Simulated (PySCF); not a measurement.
Level of theory: PBE-D3(BJ)/def2-TZVP // B3LYP-D3(BJ)/def2-TZVP in PySCF 2.14.0. All species are isolated molecules in the gas phase. Excitations are Tamm–Dancoff values on a coarser integration grid. The basis has no diffuse functions, so Rydberg states are missing or too high.

Reference species (SMILES): `Cl[Si](Cl)(Cl)Cl` (neutral, multiplicity 1).

| Property | Result |
|---|---|
| S1 excitation (TDA) | 6.51 eV |
| S1 oscillator strength | 0.000 |
| HOMO | -8.11 eV |

Changed species: `Cl[Si](Cl)(Cl)Br` (1 of 4 Cl replaced by Br; the reference has 0 of 4 Cl replaced by Br).

Q: What does the change do to the S1 excitation (TDA), S1 oscillator strength and HOMO?

A: the S1 excitation (TDA) falls by 0.65 eV, to 5.86 eV; the S1 oscillator strength is nearly the same; the HOMO goes up by 0.39 eV, to -7.72 eV.
